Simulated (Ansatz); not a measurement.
# SiHCl (triplet): from Hartree-Fock to the top rungs at distance Cl1–H2 along a hydrogen transfer = 1.392 Å, cc-pVTZ

How much of the correlation energy of SiHCl (triplet) does each wave-function method recover here?

Method: cc-pVTZ, core rule «outside noble gas», up to 10 orbitals frozen; program: Ansatz 0.2.0, Gaussian basis.

To be run: UHF; CCSD(T) on ROHF; CCSD(T) on UHF; BCCD(T) on ROHF; CCSDT(Q) on ROHF; CCSDT(Q) on UHF; CASSCF and MRCISD+Q, 4 electrons in 4 orbitals; CASSCF and NEVPT2, 4 electrons in 4 orbitals; CASSCF and MRCISD+Q, 12 electrons in 9 orbitals; CASSCF and NEVPT2, 12 electrons in 9 orbitals.

## Step 1: What is computed

The geometry derives from fragments relaxed apart (PBE0/def2-TZVP) and kept rigid, so it is no stationary point. A hydrogen atom is moved between rigid fragments.

3 atoms, charge 0, spin multiplicity 3.

Atoms are counted from 1 here; the program's logs count them from 0.

Bond lengths: Cl1–H2 1.392 Å.

## Step 2: UHF

in.yaml

```yaml
crystal:
  periodic: [false, false, false]
  atoms:
    - {symbol: Cl, position_ang: [0.000000, 0.000000, -1.634667]}
    - {symbol: H, position_ang: [0.000000, 0.000000, -0.242667]}
    - {symbol: Si, position_ang: [0.000000, 0.000000, 1.877333]}
basis:
  gaussian: {orbitals: cc-pVTZ}
magnetization: {spin_polarized: true, initial_magnetization: 2}
hamiltonian: {xc: hf}
output: {orbitals: {seedname: orbitals}}
```

On the command line:

```bash
$ ansatz run in.yaml --threads 1 --pin off --events-out ev --progress --plain --max-ram 2816MiB --backend cpu
```

Further steps of the session: CCSD(T) on ROHF; CCSD(T) on UHF; BCCD(T) on ROHF; CCSDT(Q) on ROHF; CCSDT(Q) on UHF; CASSCF and MRCISD+Q, 4 electrons in 4 orbitals; CASSCF and NEVPT2, 4 electrons in 4 orbitals; CASSCF and MRCISD+Q, 12 electrons in 9 orbitals; CASSCF and NEVPT2, 12 electrons in 9 orbitals.

Before running them: what should the planned runs give, taken together? Wanted: UCCSDT(Q) below the RHF energy; RMP2 from UCCSDT(Q); UMP2 from UCCSDT(Q); RCCSD from UCCSDT(Q); RCCSD(T) from UCCSDT(Q); UCCSD(T) from UCCSDT(Q); RCCSDT(Q) from UCCSDT(Q); NEVPT2 pair from UCCSDT(Q); MRCISD+Q pair from UCCSDT(Q).

As calculated:

```
                         quantity                      value
   UCCSDT(Q) below the RHF energy                 -8.7904 eV
              RMP2 from UCCSDT(Q)              +129.2 kJ/mol
              UMP2 from UCCSDT(Q)              +130.3 kJ/mol
             RCCSD from UCCSDT(Q)               +36.0 kJ/mol
          RCCSD(T) from UCCSDT(Q)                +4.8 kJ/mol
          UCCSD(T) from UCCSDT(Q)                +4.7 kJ/mol
         RCCSDT(Q) from UCCSDT(Q)                +0.1 kJ/mol
       NEVPT2 pair from UCCSDT(Q)              +130.9 kJ/mol
     MRCISD+Q pair from UCCSDT(Q)               +17.1 kJ/mol
    NEVPT2 valence from UCCSDT(Q)              +177.8 kJ/mol
levels within 1 kcal/mol (43 meV)  RCCSDT, UCCSDT, RCCSDT(Q)
                    T1 diagnostic                      0.017
   effectively unpaired electrons                       2.02
```

RCCSD(T) misses by +4.8 kJ/mol, 0.6 % of the correlation energy. One determinant dominates. Of the multireference levels listed MRCISD+Q valence comes nearest in total energy (+16.4 kJ/mol), which doesn't show that its space is the better one. These misses are within one basis, not against nature; the frozen cores of restricted and unrestricted runs differ, which can shift their rows.
